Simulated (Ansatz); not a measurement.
**C3H5FS: basis-set convergence**

The task here is to estimate one member of a computed series from the others.

Method: one geometry, several basis sets; program: Ansatz 0.2.0, Gaussian basis.

Plan: PBE0-D4/def2-SVP; ωB97M-V/def2-SVP; PBE0-D4/def2-QZVPP; ωB97M-V/def2-QZVPP; the functionals' def2-TZVPP values are taken from earlier runs.

## The geometry

All runs share one geometry, relaxed beforehand with PBE0-D4 in a triple-zeta def2 set.

SMILES `C=C(F)CS`, 10 atoms, charge 0, spin multiplicity 1.

Atoms are counted from 1 here; the program's logs count them from 0.

Bond lengths: C1–C2 1.320 Å, C1–H6 1.082 Å, C1–H7 1.081 Å, C2–F3 1.345 Å, C2–C4 1.481 Å, C4–S5 1.819 Å, C4–H8 1.089 Å, C4–H9 1.092 Å, S5–H10 1.342 Å. Angles: C2–C1–H6 121.0°, C2–C1–H7 119.9°, H6–C1–H7 119.1°, C1–C2–F3 120.0°, C1–C2–C4 128.0°, F3–C2–C4 112.0°, C2–C4–S5 113.4°, C2–C4–H8 109.7°, C2–C4–H9 110.4°, S5–C4–H8 105.7°, S5–C4–H9 109.2°, H8–C4–H9 108.2°, C4–S5–H10 96.2°.

Set-up of the first run:

in.yaml

```yaml
crystal:
  periodic: [false, false, false]
  atoms:
    - {symbol: C, position_ang: [-0.482070, 1.145064, 1.136016]}
    - {symbol: C, position_ang: [0.164578, 0.159598, 0.541206]}
    - {symbol: F, position_ang: [1.409290, -0.162998, 0.936639]}
    - {symbol: C, position_ang: [-0.309983, -0.707469, -0.561200]}
    - {symbol: S, position_ang: [0.616544, -0.480870, -2.110123]}
    - {symbol: H, position_ang: [-0.025187, 1.706769, 1.939490]}
    - {symbol: H, position_ang: [-1.481375, 1.403892, 0.816729]}
    - {symbol: H, position_ang: [-1.345314, -0.465480, -0.798923]}
    - {symbol: H, position_ang: [-0.264036, -1.757907, -0.265495]}
    - {symbol: H, position_ang: [1.800753, -0.891899, -1.631539]}
basis:
  gaussian: {orbitals: def2-SVP}
hamiltonian: {xc: pbe0, dispersion: d4}
output: {orbitals: {seedname: orbitals}}
```

Run with:

```sh
$ ansatz run in.yaml --threads 4 --pin off --events-out ev --progress --plain --max-ram 10444MiB
```

Among the steps run: PBE0-D4 in def2-SVP; ωB97M-V in def2-SVP; PBE0-D4 in def2-QZVPP; ωB97M-V in def2-QZVPP.

One table of the session follows, with a row left open; its other results are not shown here.

It belongs to the step «Functionals by basis». 

| functional | basis | HOMO (eV) | LUMO (eV) |
| --- | --- | --- | --- |
| PBE0-D4 | def2-SVP | -6.90 | 0.12 |
| PBE0-D4 | def2-TZVPP | -7.06 | -0.19 |
| PBE0-D4 | def2-QZVPP | ? | ? |
| ωB97M-V | def2-SVP | -9.14 | 2.36 |
| ωB97M-V | def2-TZVPP | -9.31 | 1.93 |
| ωB97M-V | def2-QZVPP | -9.35 | 1.62 |

Estimate the missing values for PBE0-D4, def2-QZVPP.

**Answer.** HOMO (eV): -7.09; LUMO (eV): -0.29. In the column «HOMO (eV)» it lies between ωB97M-V, def2-SVP (-9.14) and PBE0-D4, def2-TZVPP (-7.06).
